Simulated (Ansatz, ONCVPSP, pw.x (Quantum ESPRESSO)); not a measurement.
pw.x on bcc W: one setting changed

Potential: optimised norm-conserving Vanderbilt (ONCV), ONCVPSP 4.0.1.1 (patched build), LDA (Perdew-Wang 92); core [Kr] 4d10 4f14, reference 5s2 5p6 5d4 6s2; waves: 5s+6s: rc 1.95 bohr, ncon 4, nbas 7, qcut 7.1 1/bohr, 2 projectors; 5p: rc 1.55 bohr, ncon 3, nbas 7, qcut 9.7 1/bohr, 3 projectors, debl 0.3 Ha; 5d: rc 2.15 bohr, ncon 5, nbas 10, qcut 8 1/bohr, 2 projectors, debl 0.5 Ha; local part: polynomial inside 1.40 bohr (lpopt 3, dvloc0 0 Ha); core correction: Teter function fitted to the true core (icmod 2), fcfact 0.6. In the p channel the program set the typed energies aside and used -1.594, 0.250, 0.550 Ha.

The reference run (k-mesh 15³, cutoffs 85/340 Ry, Fermi–Dirac 0.01 Ry, mixing_beta 0.4, conv_thr 1e-9, no spin) gives -5.04 GPa at 15.430 Å³/atom, where all-electron LAPW gives -0.34 GPa. This run, with its own iteration cap, changes conv_thr to 1e-06.

```
&control
  calculation='scf', prefix='x', pseudo_dir='./', outdir='./tmp', tstress=.true., disk_io='none'
/
&system
  ibrav=0, nat=1, ntyp=1, ecutwfc=85, ecutrho=340, nbnd=15,
  occupations='smearing', smearing='fd', degauss=0.01
/
&electrons
  conv_thr=1e-06, mixing_beta=0.4, electron_maxstep=60
/
ATOMIC_SPECIES
W 1.0 W.UPF
CELL_PARAMETERS angstrom
  -1.56832228 1.56832228 1.56832228
  1.56832228 -1.56832228 1.56832228
  1.56832228 1.56832228 -1.56832228
ATOMIC_POSITIONS crystal
W 0.0000 0.0000 0.0000
K_POINTS automatic
15 15 15 0 0 0
```

```bash
pw.x < W.scf.in > W.scf.out
```

Task: How does the run end?

Result: It converges in 5 iterations; the free energy moves by +0.0 meV/atom and the pressure by -0.03 GPa. The result is that of the reference run.

```
Message from routine setup:
     using ibrav=0 with symmetry is DISCOURAGED, use correct ibrav instead
     lattice parameter (alat)  =       5.1333  a.u.
     unit-cell volume          =     104.1268 (a.u.)^3
     number of electrons       =        14.00
     number of Kohn-Sham states=           15
     kinetic-energy cutoff     =      85.0000  Ry
     charge density cutoff     =     340.0000  Ry
     scf convergence threshold =      1.0E-06
     Exchange-correlation= SLA  PW   NOGX NOGC
     number of k points=   120  Fermi-Dirac smearing, width (Ry)=  0.0100
     iteration #  1     ecut=    85.00 Ry     beta= 0.40
     total energy              =    -162.01465119 Ry
     estimated scf accuracy    <       0.03592991 Ry
     iteration #  2     ecut=    85.00 Ry     beta= 0.40
     total energy              =    -162.01485192 Ry
     estimated scf accuracy    <       0.00544684 Ry
     iteration #  3     ecut=    85.00 Ry     beta= 0.40
     total energy              =    -162.01549829 Ry
     estimated scf accuracy    <       0.00031662 Ry
     iteration #  4     ecut=    85.00 Ry     beta= 0.40
     total energy              =    -162.01551322 Ry
     estimated scf accuracy    <       0.00000487 Ry
     iteration #  5     ecut=    85.00 Ry     beta= 0.40
     the Fermi energy is    22.7514 ev
!    total energy              =    -162.01551452 Ry
     estimated scf accuracy    <       0.00000012 Ry
     smearing contrib. (-TS)   =      -0.00230628 Ry
     The total energy is F=E-TS. E is the sum of the following terms:
     one-electron contribution =     -14.06630905 Ry
     hartree contribution      =      15.85440613 Ry
     xc contribution           =     -43.46357611 Ry
     ewald contribution        =    -120.33772921 Ry
     convergence has been achieved in   5 iterations
          total   stress  (Ry/bohr**3)                   (kbar)     P=      -50.74
     Message from routine punch:
     Nothing written, as per user request (disk_io='none')
```

The run took about 10 s on one core of a shared host (Intel(R) Xeon(R) 6975P-C, 192 threads, 378 GiB, load 12).
